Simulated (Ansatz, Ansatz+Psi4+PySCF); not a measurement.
Two shapes of doublet NO2.

Shape 1:

```xyz
3

N    -0.0073   -0.0026    0.3386
O     0.0070    1.1236   -0.1408
O    -0.0083   -1.1149   -0.1408
```

Shape 2:

```xyz
3

N     0.0180    0.0219    0.3420
O    -0.0026    1.1133   -0.1159
O    -0.0202   -1.1401   -0.1486
```

Basis set: cc-pVTZ (spherical functions). Left uncorrelated: 3 orbitals. Correlation on ROHF uses semicanonical orbitals with singles. Charge 0, multiplicity 2.

Computed with Ansatz (development build ahead of 0.2.0) and Psi4 1.11; each method stands on the lowest determinant of its kind that the runs found.

Problem. Which shape is lower in energy, and by how much in each method?

Solution.

| method | E(2) − E(1) (eV) |
| --- | --- |
| ROHF | 0.101 |
| UHF | 0.090 |
| ROHF-MP2 | 0.107 |
| UHF-MP2 | 0.005 |

Shape 1 is lower. Caution for UHF, UHF-MP2: the unrestricted determinant is spin contaminated. Caution for ROHF-MP2, UHF-MP2: forces differ strongly between restricted and unrestricted references. Caution for UHF-MP2: large amplitudes, a single reference is doubtful; another reference gives a lower total.
